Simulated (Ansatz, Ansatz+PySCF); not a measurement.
```xyz
4

S    -0.0352    0.0234   -0.0267
O     1.4136   -0.0320    0.0265
O    -0.7472    1.2888   -0.0129
O    -0.7399   -1.2796    0.0340
```

RHF on singlet SO3 was run in several spherical basis sets with Ansatz (development build ahead of 0.2.0).

Rank the basis sets by the total energy that they give, lowest first, with the distance from the lowest.
A. 6-31G
B. cc-pVDZ
C. STO-3G
D. def2-SVP
E. 6-31G(d)
F. def2-TZVP
G. aug-cc-pVDZ
H. cc-pVTZ

F (0.00 eV), H (0.64 eV), G (3.58 eV), B (4.56 eV), E (5.09 eV), D (13.39 eV), A (15.08 eV), C (214.28 eV).

Totals follow the description of the cores as much as that of the bonds, so this order isn't one of quality for chemistry.
